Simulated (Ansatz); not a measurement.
A run of Ansatz (development build ahead of 0.2.0) on singlet C6H8 at this shape:

```xyz
14

C     0.0000    0.0000    0.0000
C     1.1691    0.6750    0.0000
C     2.4249   -0.0500    0.0000
C     3.5940    0.6250    0.0000
C     4.2219    0.9875   -1.2557
C     5.3910    1.6625   -1.2557
H     0.0000   -1.0900    0.0000
H    -0.9440    0.5450    0.0000
H     1.1691    1.7650    0.0000
H     2.4249   -1.1400    0.0000
H     4.0660    0.8975    0.9440
H     3.7499    0.7150   -2.1997
H     5.8630    1.9350   -0.3118
H     5.8630    1.9350   -2.1997
```

Its results:

```yaml
Converged: yes
Total_energy: -233.10066 hartree
Spin_squared_of_the_determinant: 1.078
Stability_test: minimum
```

Problem. Which input gives this output? Name the method, the orbitals and the basis set, and write the input.

Solution. PBE0 (unrestricted) in def2-TZVP.

```yaml
crystal:
  periodic: [false, false, false]
  atoms:
    - { symbol: C, position_ang: [0.0, 0.0, 0.0] }
    - { symbol: C, position_ang: [1.16913, 0.675, 0.0] }
    - { symbol: C, position_ang: [2.42487, -0.05, 0.0] }
    - { symbol: C, position_ang: [3.59401, 0.625, 0.0] }
    - { symbol: C, position_ang: [4.22187, 0.9875, -1.25574] }
    - { symbol: C, position_ang: [5.39101, 1.6625, -1.25574] }
    - { symbol: H, position_ang: [0.0, -1.09, 0.0] }
    - { symbol: H, position_ang: [-0.94397, 0.545, 0.0] }
    - { symbol: H, position_ang: [1.16913, 1.765, 0.0] }
    - { symbol: H, position_ang: [2.42487, -1.14, 0.0] }
    - { symbol: H, position_ang: [4.06599, 0.8975, 0.94397] }
    - { symbol: H, position_ang: [3.74989, 0.715, -2.1997] }
    - { symbol: H, position_ang: [5.86299, 1.935, -0.31177] }
    - { symbol: H, position_ang: [5.86299, 1.935, -2.1997] }
basis:
  gaussian: { orbitals: def2-TZVP }
magnetization:
  spin_polarized: true
hamiltonian:
  xc: pbe0
```

Caution: the unrestricted determinant is a mixture of spin states.
